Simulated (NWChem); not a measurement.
# methane (CH$_{4}$); SMILES C

```xyz
5

C      0.0000     0.0000     0.0000
H     -0.8540    -0.2418    -0.6465
H      0.8689     0.2544    -0.6213
H     -0.2557     0.8552     0.6396
H      0.2407    -0.8678     0.6282
```
Atoms are numbered in this order, from 1.

Geometry: optimised at PBE0/def2-SVP.

 States above −ε(HOMO) = 9.4 eV lie in this functional's continuum and hang on the basis.

**Question.** List the 6 lowest vertical singlet excitations from PBE/def2-SVPD, full TDDFT (NWChem).

**Answer.** 
```json
[
 {"state": "S1", "energy (eV)": "9.88", "oscillator strength": "0.116", "leading excitation (squared amplitude)": "HOMO → LUMO (1.00)"},
 {"state": "S2", "energy (eV)": "9.88", "oscillator strength": "0.116", "leading excitation (squared amplitude)": "HOMO−1 → LUMO (1.00)"},
 {"state": "S3", "energy (eV)": "9.88", "oscillator strength": "0.116", "leading excitation (squared amplitude)": "HOMO−2 → LUMO (1.00)"},
 {"state": "S4", "energy (eV)": "12.18", "oscillator strength": "0.000", "leading excitation (squared amplitude)": "HOMO−1 → LUMO+1 (0.38)"},
 {"state": "S5", "energy (eV)": "12.18", "oscillator strength": "0.000", "leading excitation (squared amplitude)": "HOMO−2 → LUMO+1 (0.45)"},
 {"state": "S6", "energy (eV)": "12.18", "oscillator strength": "0.000", "leading excitation (squared amplitude)": "HOMO−1 → LUMO+3 (0.39)"}
]
```
